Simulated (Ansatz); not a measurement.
Geometry optimisation, Ansatz, RKS B3LYP-D4/def2-SVP.

Input file:

```yaml
crystal:
  periodic: [false, false, false]
  atoms:
    - { symbol: B, position_ang: [0.0, 0.0, 0.0] }
    - { symbol: F, position_ang: [0.0, 0.0, 1.67] }
    - { symbol: H, position_ang: [1.0305, 0.0, -0.595] }
    - { symbol: H, position_ang: [-1.0305, 0.0, -0.595] }
    - { symbol: O, position_ang: [0.0715, -1.6212, 0.5392] }
    - { symbol: H, position_ang: [-0.475, -2.2058, -0.077] }
    - { symbol: H, position_ang: [0.0453, -1.0266, 1.5024] }
basis:
  gaussian: { orbitals: def2-SVP }
hamiltonian:
  xc: b3lyp
  dispersion: d4
relax:
  f_tol: 0.15
  max_steps: 25
  restrain:
    - { distance: [0, 4], at: 2.61, k: 30.0 }
    - { distance: [6, 1], at: 2.12, k: 30.0 }
    - { distance: [0, 1], at: 1.32, k: 30.0 }
    - { distance: [6, 4], at: 1.01, k: 30.0 }
```

Run as:

```bash
$ ansatz run input.yaml --threads 1 --pin off --max-ram 2048MiB --backend cpu --events-out ev --progress --plain --runs-dir out
```

Task: Where does it end, and by what steps?

Result: The run converged. The restraints hold the end off the free minimum. After 8 steps the energy has fallen by 2.134 eV (the restraints' own energy left out); H7 moved furthest, 0.68 Å. Parted: B1–O5 (1.71 → 2.60 Å).

```
step  energy less start (eV)  largest force component (eV/Å)  accepted
   0                  0.0000                           5.580       yes
   1                 -0.5276                           3.265       yes
   2                 -1.1059                           2.619       yes
   3                 -1.6175                           2.362       yes
   4                 -1.9139                           1.119       yes
   5                 -1.9405                           3.009       yes
   6                 -2.0882                           1.292       yes
   7                 -2.1203                           0.884       yes
   8                 -2.1338                           0.635       yes
```

```xyz
7
Properties=species:S:1:pos:R:3
B 0.025 0.342 -0.029
F -0.116 0.419 1.291
H 1.136 0.437 -0.486
H -0.980 0.312 -0.694
O 0.177 -2.189 0.547
H -0.736 -2.486 0.421
H 0.136 -1.689 1.394
```

Run time: 13 s on 1 thread of Arm Neoverse V2, with other jobs on the host, peak memory 0.13 GiB.
